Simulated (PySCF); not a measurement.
Geometries of 3 isomers of C3H5FO2, from PBE0-D3(BJ)/def2-SVP geometry optimisation, gas phase (PySCF 2.14.0). One conformer each, no zero-point energy, no frequencies.

**Question.** Which isomer lies lowest at this level?
A.
```xyz
11
angstrom
F     -0.486    1.916    0.207
C     -0.265    0.822   -0.593
C     -1.003   -0.393   -0.004
O      0.022   -1.287    0.348
C      1.181   -0.524    0.431
O      1.058    0.456   -0.573
H     -0.548    1.106   -1.617
H     -1.677   -0.879   -0.723
H     -1.587   -0.057    0.873
H      2.059   -1.150    0.220
H      1.280   -0.039    1.424
```
B.
```xyz
11
angstrom
O      2.007   -0.021   -0.652
C      0.922   -0.634   -0.018
C     -0.380   -0.049   -0.486
O     -0.588    1.325   -0.091
C     -1.416    0.375    0.448
F     -1.260    0.141    1.765
H      1.956    0.920   -0.447
H      0.951   -1.704   -0.278
H      0.977   -0.559    1.084
H     -0.650   -0.248   -1.533
H     -2.482    0.427    0.189
```
C.
```xyz
11
angstrom
C     -1.584   -0.100    0.052
C     -0.181    0.395    0.243
F     -0.005    0.828    1.522
O      0.704   -0.681    0.025
C      1.949   -0.389   -0.387
O      2.366    0.700   -0.638
H     -1.775   -0.938    0.737
H     -2.295    0.709    0.266
H     -1.730   -0.441   -0.982
H      0.093    1.225   -0.428
H      2.526   -1.332   -0.472
```

**Answer.** C. That is `C[C@@H](F)OC=O`, 17.0 kcal/mol below the next.

| SMILES | atoms numbered as above | E (Eh) | relative (kcal/mol) | relative (kJ/mol) | dipole (D) |
| --- | --- | --- | --- | --- | --- |
| C[C@@H](F)OC=O | [CH3:1][C@@H:2]([F:3])[O:4][CH:5]=[O:6] | -366.96404 | 0.0 | 0.0 | 2.43 |
| F[C@@H]1COCO1 | [F:1][C@@H:2]1[CH2:3][O:4][CH2:5][O:6]1 | -366.93700 | 17.0 | 71.0 | 0.97 |
| OC[C@@H]1O[C@@H]1F | [OH:1][CH2:2][C@@H:3]1[O:4][C@@H:5]1[F:6] | -366.90574 | 36.6 | 153.1 | 1.67 |

As drawn, the lowest has a C=O bond and a C(=O)–O unit, which the highest lacks; the highest has a three-membered ring and an O–H bond, which the lowest lacks.
